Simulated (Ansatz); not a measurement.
C$_{2}$H$_{7}$N, singlet in cc-pVDZ: errors against RCCSDT(Q)

Geometry: MP2(full)/6-31G*, from the G2/97 set.

```yaml
atoms:
  - { symbol: C, position_ang: [-0.0160, -0.2566, 1.2049] }
  - { symbol: N, position_ang: [-0.0160, 0.5606, 0.0000] }
  - { symbol: C, position_ang: [-0.0160, -0.2566, -1.2049] }
  - { symbol: H, position_ang: [0.8030, -0.9946, 1.2485] }
  - { symbol: H, position_ang: [0.0511, 0.3893, 2.0834] }
  - { symbol: H, position_ang: [-0.9607, -0.8049, 1.2617] }
  - { symbol: H, position_ang: [0.8168, 1.1463, 0.0000] }
  - { symbol: H, position_ang: [0.8030, -0.9946, -1.2485] }
  - { symbol: H, position_ang: [0.0511, 0.3893, -2.0834] }
  - { symbol: H, position_ang: [-0.9607, -0.8049, -1.2617] }
```

Basis cc-pVDZ; Ansatz 0.2.0. Only valence electrons are correlated (noble-gas cores frozen), which leaves 20 electrons in 74 orbitals. R marks a restricted (for open shells ROHF) determinant. Active spaces: frontier = (8e, 8o) about the gap.

Full CI isn't at hand for all of this; RCCSDT(Q) serves as the reference, and is uncertain by about the last step of the cluster series.

```
UHF ⟨S²⟩                          : 0.000
T1 diagnostic (RCCSD)             : 0.0074
largest doubles amplitude (RCCSD) : 0.018
```

```tsv
level	E − E(RHF) (eV)
RMP2	-12.7293
RCCSD	-13.9265
RCCSD(T)	-14.2937
```

Estimate how far RCCSDT(Q) in cc-pVDZ lies from RCCSD(T). The table doesn't fix it; the size of (T) and the diagnostics are the guide.

RCCSDT(Q) in cc-pVDZ lies 43 meV below RCCSD(T), which is 12 % of the (T) step (-367 meV). The diagnostics are small and one determinant leads, so the series closes fast and only a small part of (T) is left.

The other levels:

```
                    level  E − E(RCCSDT(Q)) (meV)  share of correlation (%)     wall time
                     CISD                    2091                     85.42          14 s
                  BCCD(T)                      42                     99.71         2.5 s
                   RCCSDT                      23                     99.84             –
  CASSCF (frontier space)                   11462                     20.05             –
  NEVPT2 (frontier space)                    1844                     87.13    6 s (H100)
  MRCISD (frontier space)                    1409                     90.17             –
MRCISD+Q (frontier space)                     209                     98.54  7.5 s (H100)
```

The correlation energy at RCCSDT(Q), counted from RHF, is -14.336 eV. That run took 12 s on 2 threads of AMD EPYC 7R13 with a shared H100 80 GB, shared host.

Times hold each run's SCF and search for its determinant on a shared host, so for small cases they say little of a method's own cost; rows without a card ran on 1 thread of AMD EPYC 7R13.

Atomization energy (electronic, same basis, no zero-point term; atoms at the same level, unrestricted beside the R rows where the molecule is a closed shell, with restricted open-shell steps beyond CCSDT(Q)) at RCCSDT(Q): 3368.2 kJ/mol. Errors of other levels:

| level | error (kJ/mol) |
| --- | --- |
| RHF | -763.9 |
| RMP2 | 6.7 |
| CISD | -188.5 |
| RCCSD | -30.8 |
| RCCSD(T) | -1.9 |
| BCCD(T) | -1.5 |
| RCCSDT | -2.1 |

This basis is far from its limit, so the value isn't to be set against a measured one. Truncated CI isn't size-consistent, which counts against it in atomization.
